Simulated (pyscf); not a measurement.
`[O]=[Cr](=[O])([OH])[Cl]` + `[OH2]` → `[O]=[Cr](=[O])([OH])[OH]` + `[ClH]` (four-centre exchange; singlet surface; Cl–Cr, H–O broken, Cr–O, Cl–H formed). Optimised with ωB97X-D3(BJ)/def2-SVP in PySCF. Energies in kJ/mol from the separated reactants.

```tsv
level	barrier	reaction energy
ωB97X-D3(BJ)/def2-TZVP	85.7	+32.7
r²SCAN/def2-TZVP	69.9	+22.7
B3LYP-D3(BJ)/def2-TZVP	(withheld)	+26.5
M06-2X/def2-TZVP	82.4	+27.8
ωB97M-D3(BJ)/def2-TZVP	(withheld)	(withheld)
HF/def2-TZVP	151.2	+23.9
```

Question: What belongs in the gaps?

Answer: 
- B3LYP-D3(BJ)/def2-TZVP, barrier: 82.6
- ωB97M-D3(BJ)/def2-TZVP, barrier: 86.1
- ωB97M-D3(BJ)/def2-TZVP, reaction energy: +24.6

The functionals in the table span 16.3 kJ/mol in this barrier, from r²SCAN to ωB97M-D3(BJ). One saddle was located; it need not be the lowest between these sides.
